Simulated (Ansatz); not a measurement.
A made-up structure of CH5BN, doublet:

```
8
angstrom
C -0.6021 0.7795 -0.3462
B 0.5078 -0.1944 0.2061
N 0.3854 -1.5128 0.4091
H -1.5428 0.2759 -0.5708
H -0.2793 -1.6592 1.1688
H -0.7919 1.5725 0.3830
H 1.6093 0.2384 0.4955
H 0.6752 -2.4321 0.6764
```

It is relaxed with PBE-D4/def2-SVP and then PBE0-D4/def2-TZVP (Ansatz 0.2.0). Atoms count as bonded within 1.22 times the sum of their covalent radii (H–H: 0.88 Å). The end point is not checked to be a true minimum.

(1) Does its bonding change? (Judge from chemistry; the calculation decides.)

## Answers

(1) By the calculation: No: no bond forms or breaks.

Where it ends: The first stage lowers the energy by 2.47 eV in 10 steps. It ends as CH₅BN ([CH2][BH][NH2]):
```
8
angstrom
C -0.6680 0.7114 -0.0053
B 0.5042 -0.2026 0.3594
N 0.3013 -1.5709 0.5732
H -1.6903 0.3540 -0.1139
H -0.5997 -2.0135 0.5006
H -0.5517 1.7763 -0.1789
H 1.6224 0.2172 0.4729
H 1.0434 -2.2041 0.8140
```

Labels in which every atom is bracketed show which atoms are joined, not bond orders.

For scale, one of the runs: PBE0-D4/def2-TZVP relaxation, 123 basis functions, launched by `ansatz run in.yaml --threads 2 --pin off --events-out ev --progress --plain --max-ram 4352MiB`. Hardware: 2 CPU threads of an Arm Neoverse V2, shared host. Wall time about 14 s.
